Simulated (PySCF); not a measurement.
H₂SiO + Cl₂ → SiCl₂ + H₂O

Level: PBE0 in the def2-TZVP basis family, all electrons, no relativity, computed in PySCF with density fitting; open shells unrestricted.

```
species                                                               state and structure  ZPE (kJ/mol)  H(298 K) − H(0) (kJ/mol)  S° (J/(mol K))
  H₂SiO  singlet, C2v, Si–H 1.486 Å (×2), Si–O 1.516 Å; H–Si–H 111.9°, H–Si–O 124.0° (×2)          48.4                      10.7           235.0
    Cl₂                                                       singlet, D∞h, Cl–Cl 1.982 Å           3.5                       9.1           222.5
  SiCl₂                                 singlet, C2v, Si–Cl 2.078 Å (×2); Cl–Si–Cl 101.4°           7.4                      12.5           281.6
    H₂O                                      singlet, C2v, O–H 0.960 Å (×2); H–O–H 105.1°          56.5                       9.9           188.7
```

Task: Is the gas-phase reaction uphill or downhill in electronic energy at this level, and by how much?

Result: At PBE0/def2-TZVP, ΔE = -321.5 kJ/mol, downhill. 

Task: Add zero-point, thermal and entropy terms for 298.15 K and 1 bar.

Result: ΔZPE = 12.0 and Δ[H(298) − H(0)] = 2.6 kJ/mol give ΔH° = -306.9 kJ/mol. ΔS° = 12.8 J/(mol K), so ΔG° = -306.9 − 298.15 × (0.0128) = -311 kJ/mol.

Only the bonding shown was studied: isomers, or loss of a ligand pair, can lie lower.
